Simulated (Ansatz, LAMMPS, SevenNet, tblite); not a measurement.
**Elastic constant C13 of wurtzite ZnO: levels of theory against measurement**

Reference value: 106 GPa (measured, temperature not stated, no zero-point or thermal correction; as tabulated in Oses et al. (2018), arXiv:1811.08464).

### Question
What do ReaxFF ZnOH, GFN1-xTB, SevenNet-0, LDA, PBE, r²SCAN, HSE06 give, and how far is each from the reference?

### Answer

| level (code) | value (GPa) | cell (Å³/atom) | difference (%) |
|---|---|---|---|
| ReaxFF ZnOH (LAMMPS) | 82.1 | 12.35 | -23 |
| GFN1-xTB (tblite) | 41.6 | 15.51 | -61 |
| SevenNet-0 | 98.6 | 12.41 | -7.0 |
| LDA (Ansatz) | 124 | 11.33 | +17.0 |
| PBE (Ansatz) | 92.8 | 12.32 | -12.5 |
| r²SCAN (Ansatz) | 113 | 11.81 | +6.6 |
| HSE06 (Ansatz) | 105 | 11.94 | -0.9 |

The reference's temperature isn't stated, so close values are not ranked against it. Off by more than 25 %, or 35 % on the side where a correction would as a rule narrow the miss (bounds picked here): GFN1-xTB (-61 %).

The measured value isn't corrected to a static lattice, so vibrations enter the comparison.  GFN1-xTB: the relaxed volume lies over a fifth from the starting cell. GFN1-xTB: the method was fitted mainly to molecules. GFN1-xTB: the run uses a supercell at the zone centre in place of a k mesh. Each level is taken at its own relaxed cell. Cutoffs and k meshes differ between the levels. Ansatz's density-functional and Hartree–Fock values are scalar-relativistic unless marked +SOC, with PAW data made under PBE.

Empirical potentials (ReaxFF ZnOH) are fitted to chosen data: where that held the value shown, agreement is built in, and what lay outside the fit can be far off. Machine-learned potentials (SevenNet-0) are trained on DFT data: a solid inside that data is no test of them.

Differences are worked out from the printed values.

Ansatz is an electronic-structure program.
